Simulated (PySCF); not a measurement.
# Core-level binding energies of BH2(vinyl)

Species: BH2(vinyl), C2H5B.
Structure used (PBE0-D3(BJ)/def2-SVP), in Å, numbered top down from 1:
```xyz
8
C2H5B angstrom
B      0.673    1.026   -0.404
H      1.371    1.411   -1.313
H      0.448    1.771    0.525
C      0.061   -0.389   -0.391
C     -0.710   -0.798    0.635
H      0.235   -1.095   -1.212
H     -0.916   -0.131    1.480
H     -1.162   -1.796    0.681
```

Method used: delta-SCF UKS SCAN, pcX-2 on the ionised atom, pcseg-1 elsewhere, spin-free X2C in PySCF 2.14.0. Each binding energy is the total energy of the core-ionised species, with the hole localised on one atom, minus that of the ground state; both are solved self-consistently, so orbital relaxation is included.

Q: Give the core binding energies atom by atom.

A: 
| atom(s) | environment | level | binding energy (eV) | above the level's lowest (eV) | count |
| --- | --- | --- | --- | --- | --- |
| B1 | boron bonded to C and 2 H | B 1s | 195.72 | 0.00 | 1 |
| C4 | carbon bonded to B, C and H | C 1s | 290.44 | 0.00 | 1 |
| C5 | carbon bonded to C and 2 H | C 1s | 291.13 | +0.69 | 1 |

Lowest listed C 1s: C4, bonded to C, H and B. Highest, 0.69 eV above it: C5, bonded to C and 2 H.

Q: What is the longest wavelength that can ionise C 1s of C4 vertically?

A: λ = hc/E = 12398.42 eV Å / 290.44 eV = 42.688 Å.

The unrestricted hole states depart most from a pure doublet (⟨S²⟩ = 0.75; over 0.85 named) for B 1s of B1 (0.99), which makes this value less certain. Geometry: PBE0-D3(BJ)/def2-SVP, one conformer, isolated molecule.
